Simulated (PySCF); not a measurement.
Saddle point of BSiNH$_{8}$, closed shell (BNH₄ ([BH2][NH2]) + SiH₄ → BSiH₅ ([BH2][SiH3]) + NH₃ (still joined by a long B–N bond); bonds formed: B1–Si6, N2–H5; bonds broken: H5–Si6; bonds weakened to dative contacts: B1–N2), PBE0-D4/def2-TZVP structure:

B1  (-0.749, -0.330, -0.232)
N2  (-0.998, 1.142, -0.717)
H3  (-0.611, -1.131, -1.117)
H4  (-1.387, -0.653, 0.733)
H5  (0.145, 0.706, -0.125)
Si6  (1.242, -0.550, 0.667)
H7  (-1.647, 1.707, -0.196)
H8  (-1.015, 1.316, -1.708)
H9  (2.437, -0.381, -0.210)
H10  (1.515, 0.169, 1.945)
H11  (1.069, -1.995, 0.961)
(Å)

Energies are electronic, without zero-point energy. Barriers and step energies count from the start structure reached by relaxing down the imaginary mode; all methods use the PBE0-D4 structures, on which another method's saddle can fall below an end. PySCF 2.14 with density fitting (its default auxiliary sets; JK sets also for MP2 and CCSD(T)); basis: def2-TZVPP, with def2-QZVPP for the basis limit; cores frozen in the correlated methods. B3LYP uses VWN-RPA correlation. Extrapolation: Hartree–Fock as exp(−7.88 √X), correlation as X^−2.97.

```tsv
method	barrier (kJ/mol)	step energy (kJ/mol)
SPW92	119.0	-18.9
PBE-D4	156.5	8.0
r2SCAN-D4	175.8	17.5
PBE0-D4	171.9	8.0
B3LYP-D4	?	36.1
BHLYP-D4	?	39.1
wB97M-V	?	28.4
HF	293.1	75.2
MP2	200.2	25.8
CCSD	220.1	32.5
CCSD(T)	208.0	27.4
```

Question: Fill in the withheld barriers. (An estimate is asked for; the value comes from the calculation.)

Answer: By the calculation: B3LYP-D4 205.0; BHLYP-D4 226.2; wB97M-V 201.5 kJ/mol. Each is the energy of the saddle less that of the start structure, by the same method.

For comparison, the barrier by CCSD(T) at an estimated basis limit (MP2 extrapolated from triple and quadruple zeta, plus CCSD(T) − MP2 in triple zeta) is 201.5 kJ/mol.

No T1 diagnostic of these runs exceeds 0.013. The start structure is not quite a true minimum (one mode of 45i cm⁻¹).

Labels in which every atom is bracketed show which atoms are joined, not bond orders.

For scale, one of the runs: CCSD(T)/def2-TZVPP, 216 basis functions, launched by `OMP_NUM_THREADS=4 python run.py`. Hardware: 4 CPU threads of an Arm Neoverse V2, shared host. Wall time 6.6 min; peak host memory 2.8 GiB.
